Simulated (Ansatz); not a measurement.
# Nudged elastic band run: C₂H₃ClF, charge +1

Input file:

```yaml
crystal:
  periodic: [false, false, false]
  atoms:
    - { symbol: F, position_ang: [1.030722, 1.37348, 0.166434] }
    - { symbol: C, position_ang: [-0.082776, 0.654472, 0.044609] }
    - { symbol: C, position_ang: [0.202387, -0.772871, -0.046471] }
    - { symbol: Cl, position_ang: [-0.939583, -1.90818, -0.201623] }
    - { symbol: H, position_ang: [-0.678625, 0.951466, -0.853781] }
    - { symbol: H, position_ang: [-0.784459, 0.818294, 0.8997] }
    - { symbol: H, position_ang: [1.252324, -1.116661, -0.008857] }
total_charge: 1
basis:
  gaussian: { orbitals: def2-SVP }
hamiltonian:
  xc: pbe0
  dispersion: d4
neb:
  order_check: false
  images: 9
  f_tol: 0.03
  max_iterations: 25
  initial_path: idpp
  final_atoms:
    - { symbol: F, position_ang: [1.21498881, 1.13956577, 0.15768895] }
    - { symbol: C, position_ang: [-0.01301233, 0.65439643, 0.0490163] }
    - { symbol: C, position_ang: [-0.09332584, -0.78804802, -0.06504103] }
    - { symbol: Cl, position_ang: [1.20849536, -1.74046738, -0.06159149] }
    - { symbol: H, position_ang: [-0.56662153, 1.06803375, -0.83316322] }
    - { symbol: H, position_ang: [-0.66942541, 0.93634757, 0.91238975] }
    - { symbol: H, position_ang: [-1.08110905, -1.26982812, -0.15928825] }
```

Run as:

```bash
$ ansatz run input.yaml --threads 1 --pin off --max-ram 2048MiB --backend cpu --events-out ev --progress --plain --runs-dir out
```

Output, in part (warnings, iteration lines, the closing report on the highest movable image, with atoms numbered from 0):

```
NEB end point (image 0): max|allowed force component| = 5.478e-3 eV/Å (the criterion of neb.relax_end_points is 1.000e-2)
NEB end point (image 10): max|allowed force component| = 2.426e-3 eV/Å (the criterion of neb.relax_end_points is 1.000e-2)
NEB iter   1: max|band force component| = 2.780e0 eV/Å  barrier→ = 0.6579 eV  barrier← = 0.8086 eV  Δτ_max = 0.0610 Å  (307 SCF iters)
NEB iter   2: max|band force component| = 1.513e0 eV/Å  barrier→ = 0.4833 eV  barrier← = 0.6341 eV  Δτ_max = 0.2000 Å  (280 SCF iters)
NEB iter   3: max|band force component| = 2.080e0 eV/Å  barrier→ = 0.4892 eV  barrier← = 0.6400 eV  Δτ_max = 0.1023 Å  (288 SCF iters)
NEB iter   4: max|band force component| = 1.153e0 eV/Å  barrier→ = 0.4550 eV  barrier← = 0.6058 eV  Δτ_max = 0.0778 Å  (281 SCF iters)
NEB iter   5: max|band force component| = 3.076e-1 eV/Å  barrier→ = 0.3975 eV  barrier← = 0.5482 eV  CI = image 6  Δτ_max = 0.0879 Å  (282 SCF iters)
NEB iter   6: max|band force component| = 5.262e-1 eV/Å  barrier→ = 0.4055 eV  barrier← = 0.5563 eV  CI = image 6  Δτ_max = 0.0155 Å  (286 SCF iters)
NEB iter   7: max|band force component| = 2.452e-1 eV/Å  barrier→ = 0.4044 eV  barrier← = 0.5551 eV  CI = image 6  Δτ_max = 0.0127 Å  (250 SCF iters)
NEB iter   8: max|band force component| = 5.614e-2 eV/Å  barrier→ = 0.4038 eV  barrier← = 0.5545 eV  CI = image 6  Δτ_max = 0.0054 Å  (244 SCF iters)
NEB iter   9: max|band force component| = 2.281e-2 eV/Å  barrier→ = 0.4038 eV  barrier← = 0.5545 eV  CI = image 6  Δτ_max = 0.0000 Å  (477 SCF iters)
Total energy: -17335.02761618 eV, -637.0505147909 hartree
Atom 0 at     0.861255     1.273345    -0.328182 Å, force    -0.002649    -0.001771     0.000867 eV/Å
Atom 1 at    -0.253875     0.643319     0.142669 Å, force     0.002103     0.000535     0.001562 eV/Å
Atom 2 at     0.172009    -0.792581     0.011862 Å, force    -0.000991     0.005946     0.002646 eV/Å
Atom 3 at     0.198110    -1.544528    -1.408537 Å, force     0.000280    -0.003259    -0.004122 eV/Å
Atom 4 at    -1.135405     0.869567    -0.479960 Å, force     0.001110    -0.001790    -0.000923 eV/Å
Atom 5 at    -0.435513     0.902482     1.196433 Å, force     0.000556     0.000583     0.000464 eV/Å
Atom 6 at     0.593409    -1.351604     0.865727 Å, force    -0.000409    -0.000244    -0.000494 eV/Å
Dipole moment:    -0.353337    -0.446516     0.412198 e Å
```

The forces met the threshold. A vibrational analysis at the climbing image gives one clearly imaginary mode, 212i cm⁻¹: a first-order saddle point. Limits of this set-up: the dipole of an ion depends on the origin.

Final band (atoms are numbered from 1 in the order of the input):

| image | path coordinate (Å) | energy (kcal/mol) | dihedral F1–C2–C3–Cl4 (°) |
| --- | --- | --- | --- |
| 0 | 0.00 | 0.0 | -180 |
| 1 | 0.38 | 0.4 | -167 |
| 2 | 0.76 | 2.0 | -150 |
| 3 | 1.14 | 4.9 | -130 |
| 4 | 1.52 | 7.3 | -111 |
| 5 | 1.90 | 8.6 | -93 |
| 6 | 2.28 | 9.3 | -76 |
| 7 | 2.73 | 7.5 | -57 |
| 8 | 3.17 | 2.4 | -37 |
| 9 | 3.61 | -2.2 | -17 |
| 10 | 4.05 | -3.5 | 0 |

Time of the run: 5.3 min on 1 thread of Intel(R) Xeon(R) Platinum 8488C (Sapphire Rapids), with other jobs on the host, peak memory 0.17 GiB.
